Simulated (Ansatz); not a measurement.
**SiNH2 (doublet): the correlation ladder at distance Si1–N2 = 2.315 Å, cc-pVTZ**

An exercise on one series of results from a longer session: the logs are not shown, and one member is left open.

Computed with Ansatz 0.2.0, Gaussian basis. Level: cc-pVTZ, core rule «outside noble gas», up to 6 orbitals frozen.

To be run: UHF; CCSD(T) on ROHF; CCSD(T) on UHF; BCCD(T) on ROHF; CCSDT(Q) on ROHF; CCSDT(Q) on UHF; CASSCF and NEVPT2, 3 electrons in 3 orbitals; CASSCF and NEVPT2, 11 electrons in 10 orbitals.

2 further runs of the same task are left out: 2 for a known fault of the program. Runs told in other sessions of the task aren't counted.

## What is computed

The geometry derives from a PBE0/def2-TZVP stationary point (not a proven minimum). One bond is set to the value named and the two fragments are kept rigid.

4 atoms, charge 0, spin multiplicity 2.

Atoms are counted from 1 here; the program's logs count them from 0.

Bond lengths: N2–H3 1.010 Å, N2–H4 1.010 Å. Angles: H3–N2–H4 111.4°.

Set-up of the first run:

Input file in.yaml:

```yaml
crystal:
  periodic: [false, false, false]
  atoms:
    - {symbol: Si, position_ang: [0.000000, 0.000000, 0.866949]}
    - {symbol: N, position_ang: [0.000000, 0.000000, -1.448051]}
    - {symbol: H, position_ang: [0.000000, 0.834992, -2.017114]}
    - {symbol: H, position_ang: [0.000000, -0.834993, -2.017114]}
basis:
  gaussian: {orbitals: cc-pVTZ}
magnetization: {spin_polarized: true, initial_magnetization: 1}
hamiltonian: {xc: hf}
output: {orbitals: {seedname: orbitals}}
```

The run is started by

```
ansatz run in.yaml --threads 1 --pin off --events-out ev --progress --plain --max-ram 2816MiB --backend cpu
```

Among the steps run: UHF; CCSD(T) on ROHF; CCSD(T) on UHF; BCCD(T) on ROHF; CCSDT(Q) on ROHF; CCSDT(Q) on UHF; CASSCF and NEVPT2, 3 electrons in 3 orbitals; CASSCF and NEVPT2, 11 electrons in 10 orbitals.

One table of the session follows, with a row left open; its other results are not shown here.

```
        method  from RCCSDT(Q) (meV)
          ROHF               +9579.8
          RMP2               +1121.2
          UMP2               +1134.6
         RCCSD                +560.3
         UCCSD                     ?
      RCCSD(T)                 +79.7
      UCCSD(T)                 +80.1
       BCCD(T)                 +83.8
        RCCSDT                 +42.6
        UCCSDT                 +42.1
     RCCSDT(Q)                     0
     UCCSDT(Q)                 -23.6
   CASSCF pair               +8974.8
   NEVPT2 pair               +1222.0
CASSCF valence               +6078.8
NEVPT2 valence               +1633.4
```

**Question.** Estimate the row for UCCSD.

As computed: from RCCSDT(Q) (meV): +554.8. In the column «from RCCSDT(Q) (meV)» it lies between BCCD(T) (+83.8) and RCCSD (+560.3).

Left out of the table: UHF (another determinant or state than the rows shown).

Limits of these values: The determinant of HF (⟨S²⟩ 1.65) is far from a pure spin state, so its energy mixes those of several spin states; that is harmless only where they are near-degenerate. Warnings: spin contamination; coupled cluster took another determinant than the lowest. Restricted and unrestricted rows rest on different reference determinants; a gap between their highest levels can come from leftover correlation error, from unlike frozen cores or from another state.
